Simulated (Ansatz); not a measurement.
The input, for Ansatz 0.2.0:

```yaml
crystal:
  periodic: [false, false, false]
  atoms:
    - {symbol: C, position_ang: [0.000000, 0.000000, 0.000000]}
    - {symbol: H, position_ang: [0.628037, 0.630011, 0.629222]}
    - {symbol: H, position_ang: [-0.631581, -0.626732, 0.628949]}
    - {symbol: H, position_ang: [-0.626594, 0.628165, -0.632497]}
    - {symbol: H, position_ang: [0.630138, -0.631444, -0.625675]}
basis:
  gaussian: {orbitals: 6-31G}
correlation: {method: fic_nevpt4_sd, electrons: all, active_space: {window: {electrons: 4, orbitals: 7}}}
```

```sh
$ ansatz run in.yaml --threads 1 --pin off --events-out ev --progress --plain --max-ram 2393MiB
```

Log:

```
255 factors; integrals over basis functions are off by at most 2.2e-4 eV
mean field evaluation 1: about -1092.7205 eV, gradient 1.6e1 eV
mean field evaluation 2: about -1092.7151 eV, gradient 1.6e1 eV
mean field evaluation 4: about -1093.3609 eV, gradient 1.1e0 eV
mean field evaluation 8: about -1093.3644 eV, gradient 2.8e-6 eV
mean field -1093.36436618 eV, -40.1803993483 hartree, gradient 4.1e-6 eV, S^2 0.000000; 0 other end points of the search recorded, 0 dependent functions left out
reference -1093.36436618 eV, -40.1803993483 hartree; 5, 5 occupied and 12, 12 virtual orbitals, 255 factors
state -1094.61203299 eV, -40.2262502578 hartree
state -1094.61203299 eV, -40.2262502578 hartree; corrected -1096.60021816 eV, -40.2993147149 hartree
Total energy: -1096.60021816 eV, -40.2993147149 hartree
```

Ran on 1 thread of Arm Neoverse V2, shared host: 1.4 s wall, 0.18 GiB peak host memory.
